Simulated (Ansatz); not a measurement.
**Other spins and charges of AsH₂⁺, triplet at one geometry**

Geometry (PBE0/def2-TZVP stationary point for this spin, not checked as a minimum):

```xyz
3

As    0.0000   -0.0191    0.0000
H     0.0000    0.7098   -1.3240
H     0.0000    0.7098    1.3240
```

Basis cc-pVTZ; Ansatz 0.2.0. Correlated methods freeze the noble-gas cores and the filled d shells of p-block atoms. R marks a restricted (for open shells ROHF) determinant. Active spaces: valence = (6e, 6o) chosen from the atoms' valence shells. No spin–orbit coupling is included, and no scalar relativity.

Gaps are energies of the second state less the first, at fixed atoms, for a selection of the levels run; each method lands on the state that its own search finds for that charge and spin.

For open shells CISD is restricted-active-space CI with the open shells as a complete middle space.

Singlet less triplet: -0.346 eV at full CI (triplet B1, singlet A1, in C2v).

```json
{"level": "RHF", "gap (eV)": "0.214", "error (meV)": "560"}
{"level": "RMP2", "gap (eV)": "-0.179", "error (meV)": "167"}
{"level": "CISD", "gap (eV)": "-0.241", "error (meV)": "105"}
{"level": "RCCSD(T)", "gap (eV)": "-0.342", "error (meV)": "4"}
{"level": "BCCD(T)", "gap (eV)": "-0.342", "error (meV)": "4"}
{"level": "RCCSDT", "gap (eV)": "-0.343", "error (meV)": "3"}
{"level": "RCCSDT(Q)", "gap (eV)": "-0.345", "error (meV)": "1"}
{"level": "NEVPT2 (valence space)", "gap (eV)": "-0.303", "error (meV)": "43"}
{"level": "MRCISD (valence space)", "gap (eV)": "-0.358", "error (meV)": "-12"}
{"level": "MRCISD+Q (valence space)", "gap (eV)": "-0.355", "error (meV)": "-9"}
```

Wrong sign: RHF.

Full CI is exact within this basis and frozen core; it isn't the basis-set limit.
